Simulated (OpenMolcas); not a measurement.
# [BH3]− (SMILES [BH3-]): levels of theory compared

We compute a comparison of 3 runs (U-r2SCAN/3-21G, UB3LYP/3-21G, ROCCSD(T)/3-21G) of [BH3]−. 

Program for the calculation: OpenMolcas 26.06.

**1. The molecule**

[BH3]− has 4 atoms, charge -1, and is taken as a doublet. As SMILES, `[BH3-]`. The B1–H3 distance was set to 2.194 Å, away from the relaxed value. At this shape a bond of the SMILES string is far longer than usual.

Bond lengths: B1–H2 1.254 Å, B1–H4 1.254 Å. Angles: H2–B1–H4 111.5°.

**2. The energy at U-r2SCAN/3-21G (run 1)**

The input, input.xyz:

```xyz
4

B      0.472688     0.805516    -0.497953
H      1.239338     1.295406     0.364337
H     -0.279230    -1.161080     0.118390
H     -0.466012     1.588706    -0.777233
```

The input, calc.inp:

```
* BH3 Kohn-Sham DFT

&GATEWAY
 BasLib
 $CurrDir
 Coord
 input.xyz
 Basis
 3-21G
 Group
 NoSym

&SEWARD
 GridInput
 Grid=UltraFine
 End of Grid

&SCF
 UHF
 Charge
 -1
 Spin
 2
 KSDFT
 2
 1.0 MGGA_X_R2SCAN
 1.0 MGGA_C_R2SCAN
 Thresholds
 1e-10 1e-07 1e-07 1e-05
 PrOrbitals
 1 1
```

The basis set 3-21G is read from a file made from the Basis Set Exchange's data (not shown).

On the command line:

```
$ export MOLCAS_MEM=1860
$ pymolcas calc.inp > calc.log
```

The program printed:

```text
--- Start Module: gateway ---
[...]
--- Stop Module: gateway /rc=_RC_ALL_IS_WELL_ ---
--- Start Module: seward ---
[...]
      Basis functions           15
--- Stop Module: seward /rc=_RC_ALL_IS_WELL_ ---
--- Start Module: scf ---
[...]
       Convergence after  19 Iterations
[...]
::    Total KS-DFT energy                             -26.3199847235
[...]
      Total spin, S                                     0.5124619661
[...]
      Total electronic charge=    9.000000
      Total            charge=   -1.000000
[...]
      Dipole Moment (debye):
      Origin of the operator (angstrom)=    0.4063    0.7557   -0.4118
                   X=  7.6908E-01               Y=  2.6704E+00               Z= -4.5915E-01           Total=  2.8166E+00
      Center of Charge (angstrom)
[...]
--- Stop Module: scf /rc=_RC_ALL_IS_WELL_ ---
[...]
```

Wall time 9.3 s (1 thread of Arm Neoverse V1, shared host); peak memory 0.37 GiB.

**3. A single-point energy at UB3LYP/3-21G (run 2)**

input.xyz is that of step 2.

The input, calc.input:

```
* BH3 Kohn-Sham DFT
&GATEWAY
BASLIB=$CurrDir
COORD=input.xyz
BASIS=3-21G
GROUP=NoSym
&SEWARD
GRIDINPUT
Grid=UltraFine
End of Grid
&SCF
UHF
CHARGE=-1
SPIN=2
KSDFT=B3LYP
THRESHOLDS=1e-10 1e-07 1e-07 1e-05
PRORBITALS=1 1
```

The basis set 3-21G is read from a file made from the Basis Set Exchange's data (not shown).

On the command line:

```
$ export MOLCAS_MEM=1860
$ pymolcas calc.input > calc.log
```

The program printed:

```text
--- Start Module: gateway ---
[...]
--- Stop Module: gateway /rc=_RC_ALL_IS_WELL_ ---
--- Start Module: seward ---
[...]
      Basis functions           15
--- Stop Module: seward /rc=_RC_ALL_IS_WELL_ ---
--- Start Module: scf ---
[...]
       Convergence after  17 Iterations
[...]
::    Total KS-DFT energy                             -26.3462452602
[...]
      Total spin, S                                     0.5024310669
[...]
      Total electronic charge=    9.000000
      Total            charge=   -1.000000
[...]
      Dipole Moment (debye):
      Origin of the operator (angstrom)=    0.4063    0.7557   -0.4118
                   X=  8.0315E-01               Y=  2.8656E+00               Z= -4.5971E-01           Total=  3.0114E+00
      Center of Charge (angstrom)
[...]
--- Stop Module: scf /rc=_RC_ALL_IS_WELL_ ---
[...]
```

It took 7.2 s on 1 thread of Arm Neoverse V1, shared host; peak memory 0.37 GiB.

**4. The energy at ROCCSD(T)/3-21G (run 3)**

input.xyz is that of step 3.

The input, calc.input:

```
* BH3 CCSD(T)

&GATEWAY
  BasLib=$CurrDir
  Coord=input.xyz
  Basis=3-21G
  Group=NoSym

&SEWARD

&SCF
  UHF
  Charge=-1
  Spin=2
  Thresholds=1e-10 1e-07 1e-07 1e-05
  PrOrbitals=1 1

&RASSCF
  FileOrb=$Project.UnaOrb
  Spin=2
  Nactel=1 0 0
  Inactive=4
  Ras2=1
  OutOrbitals=Canonical
  OrbListing=Nothing

&MOTRA
  JobIph
  Frozen=1

&CCSDT
  CCT
  Triples=3
  Iterations=80
  Accuracy=1e-08
  Extrapolation=5 4
```

The basis set 3-21G is read from a file made from the Basis Set Exchange's data (not shown).

On the command line:

```
$ export MOLCAS_MEM=1860
$ pymolcas calc.input > calc.log
```

The program printed:

```text
--- Start Module: gateway ---
[...]
--- Stop Module: gateway /rc=_RC_ALL_IS_WELL_ ---
[...]
      Basis functions           15
[...]
       Convergence after  49 Iterations
[...]
::    Total SCF energy                                -26.0993839022
[...]
      Total spin, S                                     0.6267782397
[...]
      Number of active orbitals                  1
[...]
      Spin quantum number                      0.5
[...]
      Active orbitals                            1
[...]
      Number of CSFs                             1
[...]
      Number of root(s) required                 1
[...]
      Convergence after 12 iterations
[...]
      printout of CI-coefficients larger than  0.05 for root  1
      energy=     -26.094860
      conf/sym  1     Coeff  Weight
             1  u   1.00000 1.00000
      Natural orbitals and occupation numbers for root  1
      sym 1:   1.000000
      ************************************************************************************************************************
      *                                                    Final results                                                     *
[...]
::    RASSCF root number  1 Total energy:    -26.09486047
[...]
      Total electronic charge=    9.000000
      Total            charge=   -1.000000
[...]
      Dipole Moment (debye):
      Origin of the operator (angstrom)=    0.4063    0.7557   -0.4118
                   X=  1.1332E+00               Y=  3.4186E+00               Z= -8.0981E-01           Total=  3.6915E+00
      Center of Charge (angstrom)
[...]
--- Start Module: motra ---
[...]
--- Start Module: ccsdt ---
[...]
      Convergence after                    23  Iterations
      Total energy (diff) :     -26.18344868       0.00000001
[...]
 METHOD                       : CCSD+T(CCSD)+<T3(1)WT1>+<T3(1)UT2> = CCSD(T)
[...]
       CCSD     =       -26.1834486833850
[...]
```

Run time: 3.6 s. Hardware: 1 thread of Arm Neoverse V1, shared host; peak memory 0.37 GiB.

**5. The series**

```tsv
run	level	integration grid	frozen core orbitals	energy (Eh)	HOMO energy (eV)	LUMO energy (eV)	⟨S²⟩	wall time
1	U-r2SCAN/3-21G	UltraFine	–	-26.319985	2.50	5.77	0.775	9.3 s
2	UB3LYP/3-21G	UltraFine	–	-26.346245	2.04	5.74	0.755	7.2 s
3	ROCCSD(T)/3-21G	–	1	-26.185890	–	–	–	3.6 s
```

**6. Results**

| quantity | value |
| --- | --- |
| run 3: total energy | -26.18589 Eh |
| run 3: (T) correction | -2.44 mEh |

What this shows: Totals of different functionals can't be ranked against each other. In runs 1, 2 the HOMO lies above zero, so the outermost electron may be held by the basis alone. All runs together took 20 s, the longest 9.3 s.
